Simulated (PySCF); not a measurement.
## Working out the ionisation energy of N

N [He] 2s2 2p3 (4S) → N⁺ [He] 2s2 2p2 (3P). Computed with PySCF 2.14 in pcseg-2, with no relativity, point nucleus. Frozen: 1s2. Energies in hartree (1 hartree = 27.21139 eV):

| part | N (lower) | N⁺ (upper) |
| --- | --- | --- |
| UHF | -54.398802 | -53.888133 |
| CCSD correlation | -0.108731 | -0.089677 |
| (T) | -0.002137 | -0.001525 |

Question: What does Hartree-Fock give?

Answer: (-53.888133) − (-54.398802) = 0.510669 hartree = 13.896 eV.

Question: What do CCSD and CCSD(T) give?

Answer: The CCSD correlation energies differ by 0.019054 hartree = 0.518 eV and the triples by 0.000612 hartree = 0.017 eV, so CCSD gives 14.414 eV and CCSD(T) 14.431 eV.

Measured between the centres of the two terms (NIST): 14.545 eV, so CCSD(T) (valence) is off by -0.114 eV.

What remains against the reference includes basis incompleteness, the frozen core and higher excitations.
